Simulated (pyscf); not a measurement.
PH₂• + H₂O → HO–PH₂ + H• (substitution at O; doublet surface; H–O broken, O–P formed). PySCF, gas phase, ωB97X-D3(BJ)/def2-SVP geometries. Correlated levels are frozen-core, on RHF or UHF. ΔMP2 is the change of the MP2 total energy from the triple- to the quadruple-zeta basis. Rate constants from transition-state theory, CCSD(T)/def2-TZVPP + ΔMP2(QZVPP) energies (ideal gas, 1 atm, RRHO with modes under 100 cm⁻¹ raised to 100, one conformer, R ln 2 for rigid chiral ones; no tunnelling), k in cm³ molecule⁻¹ s⁻¹.

```
T (K)  1000/T  log10 k
-----  ------  -------
298     3.354   -46.77
600     1.667   -29.16
900     1.111        ?
1200    0.833   -19.99
```

**Question.** Fit an Arrhenius line to the three values, give the activation energy, and predict k at 900 K.

**Answer.** Least squares gives log10 k = -11.30 − 10.60 × 1000/T, so Ea = 10.60 × ln 10 × 1.987 = 48.5 kcal/mol, against an electronic barrier of 49.1. At 900 K the line gives -23.08; the computed value is -23.15 (ΔG‡ = 72.1 kcal/mol), a factor 1.2 under the line, since the plot is curved. One saddle was located; it need not be the lowest between these sides. The angle at the attacked O is 150°. The CCSD(T) − MP2 part came from Ansatz, without density fitting, on the same reference.
